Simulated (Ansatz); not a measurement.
Relaxation of C₂H₅NO (9 atoms, charge 0, multiplicity 1), to a largest force component of 0.015 eV/Å in at most 40 steps.

Computed with Ansatz, RKS B3LYP-D4/cc-pVDZ.

```xyz
9
Properties=species:S:1:pos:R:3
N -0.934 0.891 -0.387
C 0.210 0.397 0.232
C 0.517 0.822 1.629
O -0.046 -0.520 1.349
H -1.239 0.327 -1.199
H -0.763 1.849 -0.832
H 1.058 0.095 -0.411
H 1.598 0.743 1.935
H -0.016 1.578 2.089
```

Problem. Where does it end, and by what steps?

Solution. The forces met the threshold. After 5 steps the energy has fallen by 0.306 eV; H9 moved furthest, 0.11 Å.

```tsv
step	energy less start (eV)	largest force component (eV/Å)	accepted
0	0.0000	3.107	yes
1	-0.2560	1.106	yes
2	-0.3033	0.134	yes
3	-0.3053	0.051	yes
4	-0.3056	0.020	yes
5	-0.3056	0.008	yes
```

```xyz
9
Properties=species:S:1:pos:R:3
N -0.944 0.936 -0.388
C 0.225 0.382 0.226
C 0.558 0.807 1.593
O -0.018 -0.479 1.338
H -1.250 0.343 -1.162
H -0.719 1.845 -0.797
H 1.043 0.017 -0.417
H 1.601 0.805 1.932
H -0.111 1.525 2.083
```

The run took 15 s on 1 thread of Intel(R) Xeon(R) Platinum 8559C (Emerald Rapids), on a shared host, peak memory 0.25 GiB.
